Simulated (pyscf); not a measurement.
## Substitution at C: `[CH3][SiH3]` + `[H]` [doublet] → `[CH4]` + `[SiH3]` [doublet]

Gas phase, doublet surface, charge 0. Bonds broken: C1–Si2. Bonds formed: C1–H9. Structures and frequencies: ωB97X-D3(BJ)/def2-SVP in PySCF. Correlated levels are frozen-core, on RHF or UHF. ΔMP2 is the change of the MP2 total energy from the triple- to the quadruple-zeta basis.

Transition state (Å):

```xyz
9

C     -0.2866     1.1035     0.0295
Si    -0.3220    -0.9347     0.8101
H      0.5974     1.3746     0.6152
H     -1.2846     1.3312     0.4166
H     -0.1697     0.7673    -1.0054
H      0.9544    -1.6344     0.4678
H     -1.4660    -1.6899     0.2129
H     -0.4792    -0.9091     2.2968
H     -0.2630     2.4647    -0.4917
```

One imaginary mode, 1494i cm⁻¹; descent along it reached the two sides named.

```tsv
bond	change	reactant side (Å)	saddle	product side
C1–Si2	breaks	1.881	2.183	3.9
C1–H9	forms	3.8	1.458	1.100
```

Electronic energies relative to the separated reactants (eV):

```
level                             barrier  reaction energy  reverse barrier
--------------------------------  -------  ---------------  ---------------
ωB97X-D3(BJ)/def2-TZVP               1.31            -0.71             2.02
PBE/def2-TZVP                        0.86            -0.89             1.75
r²SCAN/def2-TZVP                     0.90            -0.94             1.84
B3LYP-D3(BJ)/def2-TZVP               1.00            -0.95             1.94
PBE0-D3(BJ)/def2-TZVP                1.04            -0.82             1.87
M06-2X/def2-TZVP                     1.19            -0.87             2.06
ωB97M-D3(BJ)/def2-TZVP               1.23            -0.78             2.02
HF/def2-TZVP                         1.93            -0.81             2.75
MP2/def2-QZVPP                       1.47            -0.70             2.16
CCSD/def2-TZVPP                      1.32            -0.92             2.24
CCSD(T)/def2-TZVPP                   1.25            -0.88             2.13
CCSD(T)/def2-TZVPP + ΔMP2(QZVPP)     1.24            -0.86             2.10
```

With CCSD(T)/def2-TZVPP + ΔMP2(QZVPP) energies and thermal terms (ideal gas, 1 atm, RRHO with modes under 100 cm⁻¹ raised to 100, one conformer, R ln 2 for rigid chiral ones), in eV:

```json
[
 {"T (K)": "298", "ΔH‡": "1.25", "ΔG‡": "1.53", "ΔH": "-0.72", "ΔG": "-0.82"},
 {"T (K)": "600", "ΔH‡": "1.23", "ΔG‡": "1.83", "ΔH": "-0.77", "ΔG": "-0.91"},
 {"T (K)": "900", "ΔH‡": "1.22", "ΔG‡": "2.13", "ΔH": "-0.83", "ΔG": "-0.96"},
 {"T (K)": "1200", "ΔH‡": "1.20", "ΔG‡": "2.43", "ΔH": "-0.89", "ΔG": "-1.00"}
]
```

The same reactants have a lower exit, to H₃C–SiH₂• + H₂ (barrier +0.20 eV at ωB97M-D3(BJ), against +1.23 eV here). One saddle was located; it need not be the lowest between these sides. The angle at the attacked C is 180°. The CCSD(T) − MP2 part came from Ansatz, without density fitting, on the same reference.
